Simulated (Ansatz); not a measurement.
Ansatz (a first-principles code) input file for nitrogen dioxide (NO₂), SMILES N(=O)[O], multiplicity 2, CAM-B3LYP/def2-TZVPD. Coordinates come from a TPSSh-D3(BJ)/def2-TZVP optimisation.

Ansatz 0.2 input:
```yaml
crystal:
  periodic: [false, false, false]
  atoms:
    - {symbol: O, position_ang: [0.00000000, 1.10149056, 0.14126653]}
    - {symbol: N, position_ang: [0.00000000, -0.00000000, -0.32289493]}
    - {symbol: O, position_ang: [0.00000000, -1.10149056, 0.14126653]}
basis:
  gaussian:
    orbitals: def2-TZVPD
hamiltonian:
  xc: {name: CAM-B3LYP}
magnetization: {spin_polarized: true, initial_magnetization: 1}
```

Log of the run:

```
WARN ansatz: RAYON_NUM_THREADS=1 ignored (pool sized by the plan → 1); use --threads N
Functional definition: CAM-B3LYP
integrals: 0.03 GiB planned
547 factors; their error is unknown
integrals: 0.06 GiB planned
151 factors; integrals over basis functions are off by at most 2.9e-5 eV
mean field: 0.41 GiB planned
mean field evaluation 1: about -5578.4255 eV, gradient 3.0e1 eV
mean field evaluation 2: about -5575.2094 eV, gradient 4.5e1 eV
mean field evaluation 4: about -5580.9944 eV, gradient 7.4e-1 eV
mean field evaluation 8: about -5581.0172 eV, gradient 1.6e-1 eV
mean field evaluation 16: about -5581.0172 eV, gradient 4.3e-5 eV
mean field -5581.01724045 eV, -205.0986006372 hartree, gradient 1.8e-5 eV, S^2 0.754627; 0 other end points of the search recorded, 0 dependent functions left out
reference -5581.01734914 eV, -205.0986046316 hartree; 12, 11 occupied and 105, 106 virtual orbitals, 547 factors
Total energy: -5581.01734914 eV, -205.0986046316 hartree
```

Self-consistency was reached.
